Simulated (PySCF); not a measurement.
# CFCl: relaxation and vibrations of the triplet

The task is one start of a wider search on CFCl: the triplet, from a bent start. It is relaxed, tested by its Hessian and followed downhill if it is a saddle.

Method: PBE0, basis C def2-TZVP, F def2-TZVP, Cl def2-TZVP, no relativity, density fitting; program: PySCF 2.14.0.

### 1 The starting structure

3 atoms, charge 0, spin multiplicity 3.

Bond lengths: C1–F2 1.390 Å, C1–Cl3 1.740 Å. Angles: F2–C1–Cl3 110.0°.

```xyz
3
charge 0 multiplicity 3
C     0.0000    0.0000    0.0000
F    -1.1386    0.0000    0.7973
Cl    1.4253    0.0000    0.9980
```

### 2 First SCF at the start

The steps below are one call of a driver around PySCF. For each, scf.py gives the equivalent set-up of the SCF; relaxations use the driver's own optimiser. After this first run the driver tries any further starts and a stability analysis.

The input, scf.py:

```python
from pyscf import gto, scf, dft
mol = gto.M(atom='''
C      0.000000     0.000000     0.000000
F     -1.138600     0.000000     0.797300
Cl     1.425300     0.000000     0.998000''',
    basis={'C': 'def2-TZVP', 'F': 'def2-TZVP', 'Cl': 'def2-TZVP'},
    charge=0, spin=2)
mf = dft.UKS(mol, xc='PBE0')
mf.grids.atom_grid = (50, 194)
aux = {'C': 'def2-universal-JKFIT', 'F': 'def2-universal-JKFIT', 'Cl': 'def2-universal-JKFIT'}
mf = mf.density_fit(auxbasis=aux)
mf.conv_tol = 1e-08
mf.diis_space = 10
mf.max_cycle = 60
mf.init_guess = 'minao'
mf.verbose = 4
mf.kernel()
```

Started as:

```sh
> OMP_NUM_THREADS=4 python axn.py task.json out
```

Output:

```text
init E= -597.961908446694
[... the frontier-level lines of each cycle are left out ...]
cycle= 1 E= -597.706195292197  delta_E= 0.256  |g|= 0.364  |ddm|= 1.18
cycle= 2 E= -597.590806800451  delta_E= 0.115  |g|= 0.692  |ddm|= 0.559
cycle= 3 E= -597.764676353125  delta_E= -0.174  |g|= 0.0531  |ddm|= 0.317
cycle= 4 E= -597.765738842048  delta_E= -0.00106  |g|= 0.0323  |ddm|= 0.0499
cycle= 5 E= -597.766293395431  delta_E= -0.000555  |g|= 0.0125  |ddm|= 0.0358
cycle= 6 E= -597.766397912214  delta_E= -0.000105  |g|= 0.00331  |ddm|= 0.0135
cycle= 7 E= -597.766411916333  delta_E= -1.4e-05  |g|= 0.00106  |ddm|= 0.00625
cycle= 8 E= -597.766413286151  delta_E= -1.37e-06  |g|= 0.000405  |ddm|= 0.00186
cycle= 9 E= -597.766413454166  delta_E= -1.68e-07  |g|= 9.78e-05  |ddm|= 0.00073
cycle= 10 E= -597.766413460684  delta_E= -6.52e-09  |g|= 1.89e-05  |ddm|= 0.000103
Extra cycle  E= -597.766413461102  delta_E= -4.18e-10  |g|= 1.11e-05  |ddm|= 3.12e-05
converged SCF energy = -597.766413461102  <S^2> = 2.0064181  2S+1 = 3.0042757
```

This step, with its further starts and checks, needed 4.1 s of wall time on 4 threads of AMD EPYC 9R45 (Zen 5), shared host.

Energies from each starting density:

```csv
start,energy (Eh)
the minimal-basis guess,-597.766413
a thermally smeared density,-597.766413
a smeared PBE density,-597.766413
```

The test of internal stability and the other starts found no lower solution of this spin.

### 3 Relaxing the triplet from the bent start

The program finds Cs symmetry in the start, which this walk keeps. Threshold on the gradient: 0.0003 Eh/bohr, with a further test on the energy change.

scf.py: that of step 2 with these lines changed.

```diff
@@ -3,3 +3,3 @@
-C      0.000000     0.000000     0.000000
-F     -1.138600     0.000000     0.797300
-Cl     1.425300     0.000000     0.998000''',
+C     -0.427629     0.000000    -0.758654
+F     -1.566229     0.000000     0.038646
+Cl     0.997671     0.000000     0.239346''',
@@ -15 +14,0 @@
-mf.init_guess = 'minao'
```

Energy and gradient, step by step:

```
step  energy (Eh)  change (kJ/mol)  largest symmetric gradient (Eh/bohr)
   0  -597.766413             0.00                               0.07210
   1  -597.778242           -31.06                               0.01718
   2  -597.778528           -31.81                               0.00850
   3  -597.778637           -32.09                               0.00110
   4  -597.778642           -32.11                               0.00030
   5  -597.778642           -32.11                               0.00001
```

The walk took 3.7 s.

Positions (Å) and forces (eV/Å) along the way:

```
step 0
C   -0.428   0.000  -0.759  -0.930   0.000   3.707
F   -1.566   0.000   0.039   1.584   0.000  -2.301
Cl   0.998   0.000   0.239  -0.654   0.000  -1.406
step 1
C   -0.439   0.000  -0.615   0.884   0.000  -0.467
F   -1.596   0.000  -0.048  -0.659   0.000   0.471
Cl   1.039   0.000   0.182  -0.225   0.000  -0.004
step 3
C   -0.429   0.000  -0.631  -0.036   0.000   0.016
F   -1.593   0.000  -0.035  -0.021   0.000  -0.021
Cl   1.025   0.000   0.186   0.057   0.000   0.005
step 5
C   -0.429   0.000  -0.629  -0.001   0.000   0.000
F   -1.595   0.000  -0.037   0.000   0.000   0.000
Cl   1.028   0.000   0.186   0.000   0.000   0.000
```

It settles in Cs symmetry, 32.1 kJ/mol below the start, after 5 steps: C–Cl 1.670 Å, C–F 1.307 Å; Cl–C–F 123.9°.

### 4 Hessian and properties

On the finer grid the gradient is checked again; gradients at displacements of ±0.02 bohr then give force constants and infrared intensities.

scf.py: that of step 3 with these lines changed.

```diff
@@ -3,3 +3,3 @@
-C     -0.427629     0.000000    -0.758654
-F     -1.566229     0.000000     0.038646
-Cl     0.997671     0.000000     0.239346''',
+C     -0.436994     0.000000    -0.602792
+F     -1.602349     0.000000    -0.010200
+Cl     1.020424     0.000000     0.212504''',
@@ -9 +9 @@
-mf.grids.atom_grid = (50, 194)
+mf.grids.atom_grid = (75, 302)
@@ -12 +12 @@
-mf.conv_tol = 1e-08
+mf.conv_tol = 1e-10
```

This SCF starts from the last density.

SCF at the final geometry:

```text
init E= -597.778646995305
[... the frontier-level lines of each cycle are left out ...]
cycle= 1 E= -597.778646995299  delta_E= 6.37e-12  |g|= 6.15e-06  |ddm|= 4.97e-06
Extra cycle  E= -597.778646995281  delta_E= 1.78e-11  |g|= 9.56e-06  |ddm|= 7.32e-06
converged SCF energy = -597.778646995281  <S^2> = 2.0064869  2S+1 = 3.0043215
```

The whole step took 17 s.

Geometry: Cs; C–Cl 1.670 Å, C–F 1.307 Å; Cl–C–F 123.8°.

Harmonic modes (main isotopes):

| symmetry | ω (cm⁻¹) | IR (km/mol) | μ (u) |
| --- | --- | --- | --- |
| a' | 403 | 1.4 | 19.20 |
| a' | 826 | 30.6 | 14.64 |
| a' | 1289 | 270 | 13.75 |

All wavenumbers are real: a minimum.

Properties at this point:

- Dipole moment: 0.43 D
- Highest occupied level: -6.15 eV
- Lowest empty level: -3.27 eV
- Rotational constants: 3.772, 0.1895, 0.1804 cm⁻¹
- Zero-point energy: 15.1 kJ/mol
- Principal polarisabilities: 16.9, 19.2, 32.9 bohr³
- Atomisation energy without zero-point energy: 787 kJ/mol
- Principal traceless quadrupole moments about the centre of mass: -0.67, -0.48, 1.15 D Å
- Entropy at 298.15 K and 1 bar (electronic part: spin only): 267.4 J/(mol K)
- Heat capacity Cp at 298.15 K: 42.6 J/(mol K)
- Enthalpy at 298.15 K above 0 K: 10.94 kJ/mol
- Rotational symmetry number: 1
- Spin squared ⟨S²⟩: 2.006

Charges (e) and bond orders:

```tsv
atom	Mulliken	Löwdin	polar tensor	spin (Mulliken)	Mayer order to C1
C1	0.10	-0.64	0.65	1.66	–
F2	-0.11	0.21	-0.45	0.12	1.13
Cl3	0.01	0.44	-0.20	0.22	1.33
```

Mulliken populations on C1: s 3.28, p 2.46, d 0.15, f 0.02.

### 5 Outcome

| quantity | value |
| --- | --- |
| minimum | triplet, Cs |
| geometry | C–Cl 1.670 Å, C–F 1.307 Å; Cl–C–F 123.8° |
| wavenumbers (cm⁻¹) | 403 (a'), 826 (a'), 1289 (a') |
| dipole moment | 0.43 D |
| highest occupied, lowest empty level (either spin) | -6.15, -3.27 eV |
| polar-tensor charge of C1 | +0.65 e |
| zero-point energy | 15.1 kJ/mol |
| entropy at 298.15 K | 267.4 J/(mol K) |
| atomisation energy (no zero-point energy) | 787 kJ/mol |
| ⟨S²⟩ | 2.006 |

**Reading.** The molecule stays Cs, as typed, and the end point is a minimum. In the infrared the band at 1289 cm⁻¹ (a') leads. Most of the spin sits on C1 (Mulliken spin 1.66, against 2 for the whole molecule). Only this shape and spin were tried, so other structures or states may lie lower.

The search up to here took 25 s.
